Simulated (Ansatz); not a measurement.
Charge transition levels of the Ag on the Si site in Si, term by term

All numbers below come from DFT PBE, scalar-relativistic, plane waves, PAW (Ansatz). (420 eV cutoff, 2×2×2 k-mesh, shifted by half a step, Gaussian smearing of 0.01 eV, collinear spin in charge 0 alone)

Host crystal, relaxed:

```
Si
1.0
     0.00000    2.73505    2.73505
     2.73505    0.00000    2.73505
     2.73505    2.73505    0.00000
Si
2
Direct
  0.75000 0.75000 0.75000
  0.50000 0.50000 0.50000
```

The Ag on the Si site was set at (0.750, 0.750, 0.750) of the host cell, in a supercell of 32 sites (655 Å³), relaxed at fixed cell in each charge q, from a start with the atoms near it displaced at random. The host's Kohn–Sham gap is 0.61 eV and its static dielectric constant 13.0 (mean). For each charge: the supercell's free energy over the neutral one with q electrons exchanged at the valence band top, F(q) − F(0) + qE_v; the image-charge term; and the term that aligns the potential far from the defect with the host's.

```csv
q,F(q) − F(0) + qE_v (eV),image charge (eV),alignment (eV)
+1,-0.330,0.184,0.193
0,0.000,0.000,0.000
```

Add the terms and find the levels between neighbouring charges, ε(q/q′) = [A(q′) − A(q)]/(q − q′), with and without the two corrections.

A(q): 0.047 eV for +1, 0.000 eV for 0.
```json
{"level": "(+1/0)", "corrected (eV over E_v)": "-0.05", "uncorrected (eV)": "0.33"}
```

As a check, a point charge in a simple cubic cell of this volume has q²αe²/(2εL) = 0.181 q² eV (e² = 14.40 eV Å, α = 2.837, L = 8.68 Å); the shape of the real cell can change it somewhat. The term grows as q², so it pushes donor levels down and acceptor levels up. The program doubts the alignment for q = +1, so levels beside it are uncertain by about that term.

Which of these charges is lowest with the Fermi level at the valence band top, at mid-gap and at the conduction band bottom?

The line A(q) + qE_F that lies lowest gives the charge: 0 at E_F = 0.00 eV, 0 at E_F = 0.30 eV, 0 at E_F = 0.61 eV. (+1/0) falls outside this Kohn–Sham gap, so the change of charge isn't reached within it; the real gap is usually wider and may hold a localised level, while a level that comes from a carrier in the host's bands only marks the band edge and moves with it. In charge +1 the cell has partly filled levels, from a carrier spread over the host's bands, a defect level that the small cell broadens into a band, or a degenerate defect level, so the levels beside it are doubtful. Without the alignment that the program doubts, the level (+1/0) would lie at 0.15 eV, inside the gap, so these runs don't decide whether the defect changes charge there. Charges beyond those computed could lie lower near the band edges.

The neutral defect forms at 2.54 eV with atoms taken from and returned to the elements. What are the formation energies at those three Fermi levels, and what share of sites would hold the defect at 1200 K with E_F at mid-gap, if the host still stood at that temperature?

E_f = E_f(0) + A(q) + qE_F = 2.54, 2.54, 2.54 eV. In the dilute limit the share is exp(−E_f/k_BT) = exp(−2.542/0.1034) = 2.1×10⁻¹¹, leaving out degeneracy and vibrational entropy. Both elements stand at their elemental potentials, a limit that the host or competing compounds often put out of reach. The small cell and the narrow Kohn–Sham gap leave errors of tenths of an eV or more, which change the share by orders of magnitude.

Cost: 3 runs of about 16 core-minutes in all, on Intel Xeon Processor @ 2.10GHz (Emerald Rapids) (shared hosts).